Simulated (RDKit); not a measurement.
RDKit input (UFF):

```python
from rdkit import Chem
from rdkit.Chem import AllChem, rdDetermineBonds

mol = Chem.MolFromXYZFile('mol.xyz')
rdDetermineBonds.DetermineBonds(mol, charge=-1)
print('SMILES', Chem.MolToSmiles(Chem.RemoveHs(mol)))
ff = AllChem.UFFGetMoleculeForceField(mol)
e0 = ff.CalcEnergy()
flag = ff.Minimize(maxIts=5000, forceTol=1e-5)
print(f'energy {e0:.4f} -> {ff.CalcEnergy():.4f} kcal/mol, converged: {flag == 0}')
print(Chem.MolToXYZBlock(mol))
```
mol.xyz:
```
11

C     -0.01757571     0.09245593     1.57136089
C     -0.00253030     0.02041354     0.22468106
H     -0.01957867    -0.94890930     1.97860204
C      0.00393210     1.27502722    -0.63260020
H     -0.00533690     2.15164792     0.01652705
H      0.89047130     1.33342414    -1.28748007
H     -0.86819721     1.32921117    -1.30690294
C      0.00994611    -1.24288159    -0.63099270
H      0.00510366    -2.13392940     0.00074878
H     -0.86054684    -1.30287082    -1.30779127
H      0.89545144    -1.29866425    -1.28839789
```

From the last part of the output:

```
SMILES [CH-]=C(C)C
energy 12.8518 -> 4.1932 kcal/mol, converged: True
11

C     -0.016196    0.019530    1.463190
C     -0.001385    0.013152    0.125289
H     -0.020387   -0.899119    2.041850
C      0.003766    1.312280   -0.626639
H     -0.005834    2.184417    0.062998
H      0.914320    1.371658   -1.258945
H     -0.893015    1.367383   -1.278707
C      0.010191   -1.278742   -0.644453
H      0.004986   -2.162844    0.028857
H     -0.885969   -1.328600   -1.297726
H      0.920661   -1.324191   -1.277960
```

The dipole moment of an ion depends on the origin.
